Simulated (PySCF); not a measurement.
**Working out the ionisation energy of P**

P [Ne] 3s2 3p3 (4S) → P⁺ [Ne] 3s2 3p2 (3P). Computed with PySCF 2.14 in aug-cc-pVDZ-DK (5s4p2d, 27 functions), with the spin-free X2C one-electron Hamiltonian (Gaussian nucleus). Frozen: [Ne]. Energies in hartree (1 hartree = 27.21139 eV):

| part | P (lower) | P⁺ (upper) |
| --- | --- | --- |
| UHF | -341.524308 | -341.159399 |
| MP2 opposite-spin | -0.048010 | -0.041886 |
| MP2 same-spin | -0.018872 | -0.008374 |

Problem. What does Hartree-Fock give?

Solution. (-341.159399) − (-341.524308) = 0.364909 hartree = 9.930 eV.

Problem. What do MP2 and SCS-MP2 (6/5 opposite-spin, 1/3 same-spin) give?

Solution. The opposite-spin parts differ by 0.167 eV and the same-spin parts by 0.286 eV. MP2: 9.930 + (0.167) + (0.286) = 10.383 eV. SCS-MP2: 9.930 + 1.2 × (0.167) + (0.286)/3 = 10.226 eV.

Measured between the centres of the two terms (NIST): 10.526 eV, so MP2 (valence) is off by -0.143 eV.

A double-zeta basis recovers only part of the correlation energy.

What remains against the reference includes basis incompleteness, the frozen core and correlation beyond second order.
